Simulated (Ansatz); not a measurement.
A nudged elastic band was laid between two geometries of CH$_{6}$MgSi (9 atoms, charge 0, multiplicity 1).

The calculation used RKS r2SCAN-D4/def2-SVP in Ansatz.

* movable images: 9
* climbing image: yes
* spring: 5.0 eV/Å²
* optimiser: lbfgs
* start path: through a guess of the saddle point
* force threshold: 0.03 eV/Å
* iteration limit: 60
* end points: relaxed
* largest step: 0.02 Å

First end point:

```xyz
9
Properties=species:S:1:pos:R:3
C -0.674 0.922 -0.902
Si 0.573 -0.380 -0.283
Mg 0.320 -1.118 2.199
H -1.709 0.554 -0.819
H -0.488 1.171 -1.959
H -0.602 1.853 -0.318
H 1.953 0.168 -0.541
H 0.474 -1.566 -1.208
H 0.154 -1.604 3.830
```

Last end point:

```xyz
9
Properties=species:S:1:pos:R:3
C -0.690 0.901 -0.915
Si 0.646 -0.272 -0.230
Mg 0.219 -1.257 2.138
H -0.821 1.781 -0.264
H -1.665 0.394 -0.993
H -0.415 1.262 -1.919
H 1.954 0.476 -0.269
H 0.827 -1.375 -1.242
H -0.056 -1.908 3.695
```

(1) What changes between the two ends?

(2) What energy profile does the band end with?

Results:

(1) No bond is made or broken. The dihedral H4–C1–Si2–Mg3 goes from -60 to 60°. The two ends are copies of one structure, up to a mirror image or an exchange of like atoms.

(2) It did not converge within its limit. The highest image is number 5 of 0 to 10, 0.216 eV above the ends, which have the same energy within 2 meV. The band didn't meet its force threshold, so its energies are provisional: the largest band force was still 0.23 eV/Å, and over the last iterations the top stayed at 0.22 eV.

```json
{"image": "0", "path coordinate (Å)": "0.00", "energy (eV)": "0.000", "dihedral H4–C1–Si2–Mg3 (°)": "-60"}
{"image": "1", "path coordinate (Å)": "0.45", "energy (eV)": "0.014", "dihedral H4–C1–Si2–Mg3 (°)": "-48"}
{"image": "2", "path coordinate (Å)": "0.89", "energy (eV)": "0.053", "dihedral H4–C1–Si2–Mg3 (°)": "-37"}
{"image": "3", "path coordinate (Å)": "1.32", "energy (eV)": "0.108", "dihedral H4–C1–Si2–Mg3 (°)": "-25"}
{"image": "4", "path coordinate (Å)": "1.74", "energy (eV)": "0.166", "dihedral H4–C1–Si2–Mg3 (°)": "-13"}
{"image": "5", "path coordinate (Å)": "2.14", "energy (eV)": "0.216", "dihedral H4–C1–Si2–Mg3 (°)": "-3"}
{"image": "6", "path coordinate (Å)": "2.57", "energy (eV)": "0.169", "dihedral H4–C1–Si2–Mg3 (°)": "9"}
{"image": "7", "path coordinate (Å)": "3.01", "energy (eV)": "0.113", "dihedral H4–C1–Si2–Mg3 (°)": "21"}
{"image": "8", "path coordinate (Å)": "3.47", "energy (eV)": "0.055", "dihedral H4–C1–Si2–Mg3 (°)": "34"}
{"image": "9", "path coordinate (Å)": "3.94", "energy (eV)": "0.015", "dihedral H4–C1–Si2–Mg3 (°)": "47"}
{"image": "10", "path coordinate (Å)": "4.41", "energy (eV)": "0.000", "dihedral H4–C1–Si2–Mg3 (°)": "60"}
```

Run time: 11 min on 2 threads of Intel(R) Xeon(R) Platinum 8488C (Sapphire Rapids) (shared host), peak memory 0.16 GiB.
